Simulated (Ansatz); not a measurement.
A relaxed structure of Al. All values below come from r2SCAN (plane waves to 500 eV, PAW, scalar-relativistic; Ansatz, an electronic-structure program).

```cif
data_Al
_chemical_formula_sum 'Al1'
_space_group_name_H-M_alt 'P 1'
_space_group_IT_number 1
_cell_length_a 2.82188
_cell_length_b 2.82188
_cell_length_c 2.82188
_cell_angle_alpha 60.000
_cell_angle_beta 60.000
_cell_angle_gamma 60.000
loop_
_space_group_symop_operation_xyz
  'x, y, z'
loop_
_atom_site_label
_atom_site_type_symbol
_atom_site_fract_x
_atom_site_fract_y
_atom_site_fract_z
_atom_site_occupancy
Al1 Al 0.50000 0.50000 0.50000 1
```

Find the space group and the Wyckoff positions (tolerance 0.01 Å).

Space group Fm-3m (No. 225); a = b = c = 3.991 Å, α = β = γ = 90.00°

```json
[
 {"atom": "Al", "site": "4b", "symmetry": "m-3m", "x": "0.5000", "y": "0.5000", "z": "0.5000"}
]
```

This is the fcc (Cu type).

Give the shortest distances between elements (the closest pairs, up to four, under 3.6 Å).

Al–Al 2.82 Å.

```yaml
volume_per_atom: 15.89 Å³
density: 2.82 g/cm³
band_gap: zero (metallic)
```

No spin polarisation in the result.

Measured for Al: a 4.018 Å (static lattice; corrected from measurement; as listed in Daniel Mejia-Rodriguez, S. B. Trickey, Phys. Rev. B (2018)). Computed minus measured — a: r2SCAN -0.7 %. The computed values are for a static lattice.

The run could not lose the symmetry of its start.
